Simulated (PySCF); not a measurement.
OH: from constants to spectrum

UHF-CCSD(T) constants of OH, ²Π (doublet), unpaired electrons π ↑ (H x2c-TZVPPall, O x2c-TZVPPall; spin-free X2C with a Gaussian nucleus (PySCF 2.14); masses 1.0078 and 15.9949 u):

```
ωe          : 3740.8 cm⁻¹
ωexe        : 86.0 cm⁻¹
Be          : 18.871 cm⁻¹
αe          : 0.729 cm⁻¹
De to H + O : 4.48 eV
```

(1) What force constant and bond length do these constants imply?

(2) Estimate the centrifugal constant D from the Kratzer relation and find the Dunham coefficient a1.

Correlated steps freeze 1 core orbital. The state was picked by a PBE0 search and need not be the measured ground state.

## Answers

(1) Reduced mass μred = 0.94809 u; k = 5.8918×10⁻⁷·μred·ωe² (u, cm⁻¹, mdyn/Å) = 7.82 mdyn/Å; Re = √(16.8576/(μred·Be)) (u, cm⁻¹, Å) = 0.971 Å.

(2) D = 4Be³/ωe² = 0.00192 cm⁻¹; a1 = −1 − αeωe/(6Be²) = -2.28.
